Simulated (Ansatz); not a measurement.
**HO− (triplet): RPA-PBE over vertical spin and charge gaps, aug-cc-pVTZ**

Aim: run HO− (triplet) with these functionals over vertical spin and charge gaps, and hold them against the top wave-function level at the same points.

Program: Ansatz 0.2.0, Gaussian basis. Level of theory: aug-cc-pVTZ, all electrons in the functionals, frozen cores in the correlation of double hybrids and RPA. These are calculated values, not measurements.

Plan: RPA-PBE, at charge -1, triplet; charge -1, singlet; charge -1, quintet; charge 0, doublet; charge 0, quartet.

19 further runs of the same task are left out: 5 that didn't finish, 14 set aside as unsound or not needed. Runs told in other sessions of the task aren't counted.

### 1 What is computed

The geometry is a PBE0/def2-TZVPD stationary point (not a proven minimum).

2 atoms, charge -1, spin multiplicity 3.

Atoms are counted from 1 here; the program's logs count them from 0.

Bond lengths: O1–H2 1.006 Å.

Coordinates:

```xyz
2
charge -1, multiplicity 3
O     0.00000    0.00000    0.00000
H     0.00000    0.00000    1.00600
```

No dispersion term is added.

The geometry shown and the zero of energy belong to the point charge -1, triplet. The yardstick, UCCSDT(Q), and other wave-function levels (R restricted, U unrestricted, valence and pair active spaces) come from earlier runs.

### 2 RPA-PBE, charge -1, triplet

File in.yaml:

```yaml
crystal:
  periodic: [false, false, false]
  atoms:
    - {symbol: O, position_ang: [0.000000, 0.000000, 0.000000]}
    - {symbol: H, position_ang: [0.000000, 0.000000, 1.006000]}
basis:
  gaussian: {orbitals: aug-cc-pVTZ}
total_charge: -1
magnetization: {spin_polarized: true, initial_magnetization: 2}
hamiltonian: {xc: {name: PBE}}
correlation: {method: rpa, electrons: outside_noble_gas}
```

Run with:

```
$ ansatz run in.yaml --threads 1 --pin off --events-out ev --progress --plain --max-ram 2393MiB
```

Further steps of the session: RPA-PBE, charge -1, singlet; RPA-PBE, charge -1, quintet; RPA-PBE, charge 0, doublet; RPA-PBE, charge 0, quartet.

Q: Predict the results of all the runs planned. Wanted: triplet to singlet, UCCSDT(Q); triplet to quintet, UCCSDT(Q); removing an electron; largest miss, RPA-PBE (for each run or level that gives them).

**Answer**, as computed:

| quantity | value |
| --- | --- |
| triplet to singlet, UCCSDT(Q) | -2.378 eV |
| triplet to quintet, UCCSDT(Q) | 8.254 eV |
| removing an electron (doublet), UCCSDT(Q) | -0.643 eV |
| removing an electron (quartet), UCCSDT(Q) | 6.581 eV |
| largest miss, RPA-PBE | +0.114 eV (removing an electron (quartet)) |

What this shows: RPA-PBE strays by up to 0.114 eV, at removing an electron (quartet). Functionals and the yardstick converge differently with the basis, so part of each miss in aug-cc-pVTZ is the basis.
